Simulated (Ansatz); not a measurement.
# HSO+ (triplet): wave-function methods side by side, def2-TZVPP

The task here is to estimate one member of a computed series from the others.

Program: Ansatz 0.2.0, Gaussian basis. Level of theory: def2-TZVPP, core rule «outside noble gas», up to 6 orbitals frozen. These are calculated values, not measurements.

Plan: UHF; ROHF; CCSD(T) on UHF.

2 further runs of the same task are left out: 2 set aside as unsound or not needed.

**The system**

The geometry is a PBE0/def2-TZVP stationary point (not a proven minimum) of the parent state, kept for this charge and spin.

3 atoms, charge 1, spin multiplicity 3.

Atoms are counted from 1 here; the program's logs count them from 0.

Bond lengths: O1–S2 1.496 Å, S2–H3 1.375 Å. Angles: O1–S2–H3 104.5°.

Geometry (Å):

```xyz
3
charge 1, multiplicity 3
O     0.0000    0.0715    1.0130
S     0.0000   -0.0739   -0.4757
H     0.0000    1.2174   -0.9471
```

Set-up of the first run:

Input file in.yaml:

```yaml
crystal:
  periodic: [false, false, false]
  atoms:
    - {symbol: O, position_ang: [0.000000, 0.071488, 1.012963]}
    - {symbol: S, position_ang: [0.000000, -0.073938, -0.475663]}
    - {symbol: H, position_ang: [0.000000, 1.217382, -0.947148]}
basis:
  gaussian: {orbitals: def2-TZVPP}
total_charge: 1
magnetization: {spin_polarized: true, initial_magnetization: 2}
hamiltonian: {xc: hf}
output: {orbitals: {seedname: orbitals}}
```

Started as:

```bash
$ ansatz run in.yaml --threads 1 --pin off --events-out ev --progress --plain --max-ram 2560MiB --backend cpu
```

Among the steps run: UHF; ROHF; CCSD(T) on UHF.

One table of the session follows, with a row left open; its other results are not shown here.

It belongs to the step «Misses and costs». 

```
  method  from UCCSD(T) (kcal/mol)
    ROHF                   +253.51
     UHF                         ?
    UMP2                    +33.18
   UCCSD                    +10.36
UCCSD(T)                         0
```

Q: Estimate the row for UHF from the others.

**Answer.** from UCCSD(T) (kcal/mol): +244.06. In the column «from UCCSD(T) (kcal/mol)» it lies between UMP2 (+33.18) and ROHF (+253.51).
